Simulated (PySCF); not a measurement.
## How good is the calculation?

Geometry (Å), atoms numbered from 1 in this order:
```xyz
4

C     0.0018   -0.0004   -0.0004
O     1.1451   -0.2060   -0.2854
H    -0.7410   -0.8263    0.1417
H    -0.4060    1.0326    0.1441
```

PySCF 2.14 calculation with σ from GIAO-KT3/pcSseg-2, B3LYP/pcJ-1 coupling constants and coordinates at the PBE0-D3(BJ)/def2-SVP level; averaged over atoms made equivalent by symmetry, fast rotation or ring inversion, non-relativistic, no solvent model, one conformer.

Reference values: measured (gas or nonpolar solvent (not told per row); T. W. Keal, PhD thesis, Durham 2005).
```csv
atoms,quantity,reference,computed
C1,δ $^{13}$C vs CH4,195.2,192.8
H3/H4,δ $^{1}$H vs CH4,9.50,9.73
```

Reference values: CCSD(T)/cc-pVQZ (gas (isolated, no vibration); M. Maurer, PhD thesis, LMU Munich (Maurer, Ochsenfeld, JCTC 2015 SI; set of Flaig et al., JCTC 2014, 10, 572)).
| atoms | quantity | reference | computed |
| --- | --- | --- | --- |
| C1 | δ $^{13}$C | 189.2 | 187.2 |
| O2 | δ $^{17}$O vs H2O (same level) | 718.2 | 689.6 |

Reference values: CCSD(T)/pz3d2f (gas (isolated, no vibration); A. A. Auer, PhD thesis, Mainz 2002 (Auer, Gauss, Stanton, JCP 2003, 118, 10407)).
| atoms | quantity | reference | computed |
| --- | --- | --- | --- |
| C1 | σ $^{13}$C | 4.4 | -5.9 |

Reference values: CCSD(T)/aug-cc-pCV[TQ]Z extrapolated (gas (isolated, no vibration); Teale, Lutnaes, Helgaker, Tozer, Gauss, JCP 2013, 138, 024111, as tabulated in M. Glasbrenner, PhD thesis, LMU Munich (SI Table 24)).
```json
{"atoms": "C1", "quantity": "σ $^{13}$C", "reference": "1.5", "computed": "-5.9"}
{"atoms": "H3/H4", "quantity": "σ $^{1}$H", "reference": "22.00", "computed": "21.46"}
{"atoms": "O2", "quantity": "σ $^{17}$O", "reference": "-378.6", "computed": "-365.8"}
```

Reference values: CCSD(T)/cc-pCVQZ (gas (isolated, no vibration); M. Glasbrenner, PhD thesis, LMU Munich (RPA NMR shieldings paper, SI)).
```
atoms    quantity  reference  computed
   C1  σ $^{13}$C        4.3      -5.9
H3/H4   σ $^{1}$H      22.10     21.46
   O2  σ $^{17}$O     -382.9    -365.8
```

Absolute shieldings are compared as such; zero-point and thermal motion, absent here, lowers them by some tenths of a ppm for H, a few ppm for C and up to about 10 ppm for F.

Computed shifts are σ(ref) − σ with the named reference compound (TMS for H and C) calculated as an isolated molecule at the same level.

Coupling constants in Hz:
| coupling | reference | computed | source |
| --- | --- | --- | --- |
| $^{2}J$(H3,H4) | 37.3 | 45.0 | CC3; gas (equilibrium); Jessen and Sauer, arXiv:2312.00705; CC3 and CCSD from Faber, Sauer, Gauss 2017 |
| $^{2}J$(H3,H4) | 40.2 | 45.0 | measured; Jessen and Sauer, arXiv:2312.00705; CC3 and CCSD from Faber, Sauer, Gauss 2017 |
| $^{2}J$(O2,H3) | -3.0 | -2.7 | CC3; gas (equilibrium); Jessen and Sauer, arXiv:2312.00705; CC3 and CCSD from Faber, Sauer, Gauss 2017 |
| $^{1}J$(C1,H3) | 167.9 | 182.0 | CC3; gas (equilibrium); Jessen and Sauer, arXiv:2312.00705; CC3 and CCSD from Faber, Sauer, Gauss 2017 |
| $^{1}J$(C1,O2) | 27.0 | 32.6 | CC3; gas (equilibrium); Jessen and Sauer, arXiv:2312.00705; CC3 and CCSD from Faber, Sauer, Gauss 2017 |
| $^{1}J$(C1,H3) | 172.0 | 182.0 | measured; liquid or solution (compiled); San Fabian, Garcia de la Vega, Suardiaz et al., Magn. Reson. Chem. 2013, 51, 775 (SI) |

**Question.** How far are the unscaled $^{13}$C shifts from the references?

**Answer.** Mean signed difference -2.20 ppm, mean absolute 2.20 ppm over 2 comparisons; the largest is -2.4 ppm at C1 (aldehyde carbonyl carbon).

**Question.** How far are the unscaled $^{13}$C shieldings from the references?

**Answer.** Mean signed difference -9.30 ppm, mean absolute 9.30 ppm over 3 comparisons; the largest is -10.3 ppm at C1 (aldehyde carbonyl carbon).

**Question.** How far are the unscaled $^{1}$H shieldings from the references?

**Answer.** Mean signed difference -0.59 ppm, mean absolute 0.59 ppm over 2 comparisons; the largest is -0.64 ppm at H3/H4 (hydrogen on an aldehyde carbonyl carbon).

**Question.** How far are the unscaled $^{17}$O shieldings from the references?

**Answer.** Mean signed difference +14.95 ppm, mean absolute 14.95 ppm over 2 comparisons; the largest is +17.1 ppm at O2 (aldehyde oxygen).

17 of the 44 published NMR values on file for this molecule are compared. The rest: other calculations.
